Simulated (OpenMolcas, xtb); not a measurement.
## BH2O (SMILES B[O]): the dipole moment, rung by rung

BH2O has 4 atoms, charge 0, and is taken as a doublet. SMILES: `B[O]`. Geometry: relaxed at PBE0-D4/def2-TZVP.

Quantity: the dipole moment, in D. The values are calculated.

```
               level            kind     program  value (D)   CPU time
            GFN0-xTB  semi-empirical         xtb       1.03  under 2 s
            GFN1-xTB  semi-empirical         xtb       3.64  under 2 s
     UHF/def2-TZVPPD    Hartree–Fock  OpenMolcas       1.00       24 s
  USVWN5/def2-TZVPPD             LDA  OpenMolcas       1.85       38 s
    UPBE/def2-TZVPPD             GGA  OpenMolcas       1.66       51 s
U-r2SCAN/def2-TZVPPD        meta-GGA  OpenMolcas       1.55       66 s
   UPBE0/def2-TZVPPD   global hybrid  OpenMolcas       1.50       54 s
```

The values span 1.00 to 3.64 D. Magnitudes only: a small dipole may point the other way at some levels. Times are those of the runs behind each value, whatever else they computed, on shared processors of several kinds: orders of magnitude only.
